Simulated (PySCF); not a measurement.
C4H9OS (charge -1).
SMILES with atom numbers: `[CH3:1][CH2:2][O:3][CH2:4][CH2:5][S-:6]` (hydrogens: H7, H8, H9 on C1; H10, H11 on C2; H12, H13 on C4; H14, H15 on C5)

Geometry (GFN2-xTB, Å), atoms numbered from 1 in this order:
```
atom  x, y, z in Å
C1    -2.067   -0.344    1.043
C2    -1.019    0.096    0.033
O3     0.029    0.762    0.718
C4     1.197    0.890   -0.069
C5     1.934   -0.424   -0.340
S6     1.307   -1.340   -1.769
H7    -2.915   -0.787    0.525
H8    -1.642   -1.080    1.721
H9    -2.408    0.509    1.628
H10   -0.616   -0.763   -0.522
H11   -1.466    0.790   -0.701
H12    0.951    1.371   -1.030
H13    1.840    1.570    0.508
H14    2.993   -0.189   -0.520
H15    1.876   -1.055    0.557
```

A PySCF run (density fitting, gas phase, GFN2-xTB geometry) gave HOMO 0.22 eV, LUMO 5.22 eV.

Problem. Which of these levels was it?
A. LC-wPBE/pcSseg-1
B. BHandHLYP/def2-SVPD
C. PBE0/pcSseg-1
D. PBE0/pcseg-1

Solution. D. It is PBE0/pcseg-1. All candidates on this geometry:

| level and settings | kind | basis functions | SCF cycles | E (Eh) | HOMO (eV) | LUMO (eV) |
| --- | --- | --- | --- | --- | --- | --- |
| PBE0/pcSseg-1 | global hybrid | 154 | 13 | -630.8080 | 0.41 | 5.26 |
| PBE0/pcseg-1, fitting basis def2-universal-jkfit, energy threshold 1e-07 Eh | global hybrid | 133 | 8 | -630.7920 | 0.22 | 5.22 |
| BHandHLYP/def2-SVPD, energy threshold 1e-08 Eh | global hybrid | 202 | 9 | -630.8505 | -1.05 | 4.40 |
| LC-wPBE/pcSseg-1, start guess sap | range-separated hybrid | 154 | 18 | -630.9731 | -2.20 | 7.44 |

The nearest other candidate, by the summed differences of HOMO and LUMO, is PBE0/pcSseg-1: its HOMO differs by +0.19 eV and its LUMO by +0.04 eV. Cycle counts include a coarse-grid stage where the run had one. The HOMO energy is positive at PBE0/pcSseg-1 and PBE0/pcseg-1; such an orbital is held in place by the finite basis.
